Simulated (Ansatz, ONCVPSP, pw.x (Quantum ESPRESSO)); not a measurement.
# Equation-of-state test of one ONCV potential (Rh)

Rh (Z = 45), optimised norm-conserving Vanderbilt (ONCV), made with ONCVPSP 4.0.1.1 (patched build) (PBEsol, scalar-relativistic). Core [Ar] 3d10, reference 4s2 4p6 4d8 5s0.75 5p0.25. Waves: 4s+5s: rc 1.95 bohr, ncon 3, nbas 6, qcut 5.8 1/bohr, 2 projectors; 4p+5p: rc 2.05 bohr, ncon 4, nbas 8, qcut 7.3 1/bohr, 2 projectors; 4d: rc 1.70 bohr, ncon 3, nbas 8, qcut 9.2 1/bohr, local. Local part: the d channel. Core correction: Teter function, fcfact 3.25, rcfact 1.45.

Atomic tests: cutoffs needed: 26 Ha and 31 Ha (the cutoffs (Ha) at which the residual kinetic energy of the hardest occupied pseudo-wave falls to 1 and 0.1 mHa per electron); ghost test: no bound ghost flagged; no localised positive-energy state flagged; configuration tests: 1 of 4 tests not solved or not reliable.

Crystal test: diamond Rh in pw.x 7.5, no spin, 9³ k-points, Fermi–Dirac smearing 0.01 Ry, cutoffs 75/300 Ry. The reference is all-electron LAPW (Ansatz 0.2.0) with the same functional, mesh and smearing; V0 and B0 come from Birch–Murnaghan fits to the pressures at five volumes. Errors are pseudo minus all-electron; Δ is the rms difference of the E(V) curves that follow from these fits, minima aligned, over ±6 % about the mean V0. Mesh and smearing are coarse, so the numbers serve the comparison and aren't converged zero-temperature values; the lattice is a test structure that the element need not adopt.

All-electron: a0 = 5.439 Å (V0 = 20.11 Å³/atom), B0 = 146.8 GPa.

**Question.** How far does the potential miss the all-electron equation of state?

**Answer.** mean pressure error (GPa): +0.64; a0 (Å): 5.446; a0 error (%): +0.14; B0 error (%): -0.0; Δ (meV/atom): 2.8. Atomic configuration tests: 1 of 4 tests not solved or not reliable.

| V (Å³/atom) | P all-electron (GPa) | P pseudo (GPa) |
| --- | --- | --- |
| 19.129 | 8.34 | 9.15 |
| 19.633 | 3.75 | 4.46 |
| 20.136 | -0.19 | 0.43 |
| 20.639 | -3.57 | -3.02 |
| 21.143 | -6.47 | -5.98 |

**Question.** At the middle volume, how do free energy and pressure move when the wave cutoff is lowered (ecutrho kept at four times it)?

**Answer.**

```tsv
cutoff (Ry)	shift of F (meV/atom)	shift of P (GPa)
34	+4808.5	-140.85
45	+728.4	-32.30
60	+31.2	-2.38
```

The run at the middle volume (35 k-points, 9 iterations) took about 26 s on one core of a shared host (AMD EPYC 9R45 96-Core Processor, 96 threads, 376 GiB, load 67).
